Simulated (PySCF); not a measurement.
# Heteronuclear NMR

Geometry:
| atom | x (Å) | y (Å) | z (Å) |
| --- | --- | --- | --- |
| N1 | 3.233 | -0.418 | 1.112 |
| C2 | 2.140 | -0.278 | 0.742 |
| C3 | 0.848 | -0.110 | 0.305 |
| C4 | -0.295 | 0.042 | -0.086 |
| C5 | -1.645 | 0.234 | -0.592 |
| O6 | -2.630 | 0.052 | 0.071 |
| H7 | -1.690 | 0.567 | -1.656 |

In vacuum, relativity neglected, a single conformation. J: B3LYP/pcJ-1; structure optimised with PBE0-D3(BJ)/def2-SVP; NMR shieldings at PBE0/pcSseg-1/GIAO; PySCF.

Problem. Predict the ¹⁵N NMR data.

Solution. 
```tsv
atoms	environment	σ (ppm)	δ (ppm)
N1	nitrile nitrogen	-69.2	-87.1
```

Shieldings were converted by a linear fit to measured shifts: ¹⁵N: δ = -150.45 − 0.916σ (rms 7.2 ppm, 79 shifts vs CH3NO2, solution or neat liquid). Occasional misses reach two or three times the rms, and more in compound classes unlike the fitted ones.

Couplings (the largest are listed; each averaged over equivalent pairs): ¹J(N1,C2) = -21.9 Hz, ²J(N1,C3) = 6.4 Hz, ³J(N1,C4) = -11.6 Hz. Signs are for ¹⁵N, whose magnetogyric ratio is negative.

On a 400 MHz spectrometer ¹⁵N resonates near 40.5 MHz, so 1 ppm is 40.5 Hz.

Problem. Where does ¹⁷O resonate?

Solution. 
```csv
atoms,environment,σ (ppm),δ (ppm)
O6,aldehyde oxygen,-460.4,674.6
```

Shieldings were converted by a linear fit to measured shifts: ¹⁷O (scatter 13.4 ppm rms, 14.2 ppm with the 1 outlier that the fit left out vs liquid water, solution or neat liquid). A few per cent of atoms miss by over 2 rms, more outside the fitted compound classes.

Couplings (the largest are listed; each averaged over equivalent pairs; quadrupolar broadening usually hides them): ¹J(C5,O6) = 30.4 Hz, ²J(O6,H7) = -5.1 Hz, ²J(C4,O6) = -2.1 Hz, ³J(C3,O6) = -5.9 Hz.

On a 600 MHz spectrometer ¹⁷O resonates near 81.3 MHz, so 1 ppm is 81.3 Hz.
